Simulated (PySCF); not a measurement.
Molecule: `O=P(O)(O)O`, H$_{3}$O$_{4}$P.

Atom-mapped SMILES (the numbers label the heavy atoms): `[O:1]=[P:2]([OH:3])([OH:4])[OH:5]` (H(Xn): hydrogen on atom n).

Geometry PBE0-D3(BJ)/def2-SVP throughout; GIAO in PySCF 2.14.0 with density-fitted response routines, gas phase, one conformer, non-relativistic; equivalent atoms averaged; functional PBE0.

(1) How do the absolute shieldings σ depend on the basis set? (ppm; last column core-seconds on 1 thread of an Intel Xeon Platinum 8259CL, shared host)

(2) Which nucleus moves most, in ppm?

(3) Taking the largest basis, def2-TZVP (179 functions), as the yardstick, rank the others by their worst heavy-atom deviation.

Results:

(1) 
```csv
basis set,functions,O1,O3/O4/O5,P2,H(O3)/H(O4)/H(O5),core-s
STO-3G,32,292.1,356.2,560.1,33.52,2.7
6-31G,55,201.8,234.2,374.5,30.11,5.2
6-31G*,80,212.1,237.2,383.8,29.21,7.5
def2-SVP,89,206.6,244.0,392.0,28.77,7
"6-311+G(2d,p)",161,187.8,220.8,303.4,28.59,16
def2-TZVP,179,188.0,222.4,287.4,28.63,20
```

(2) P2 (phosphorus bonded to 4 O): from 287.4 ppm with def2-TZVP to 560.1 ppm with STO-3G. The smallest spread is 4.94 ppm, at H(O3)/H(O4)/H(O5).

(3) 6-311+G(2d,p) 16.0 ppm (161 functions), 6-31G 87.1 ppm (55 functions), 6-31G* 96.4 ppm (80 functions), def2-SVP 104.6 ppm (89 functions), STO-3G 272.7 ppm (32 functions).

A small basis that lands close on one nucleus may do so by chance; judge by the trend and by all nuclei.
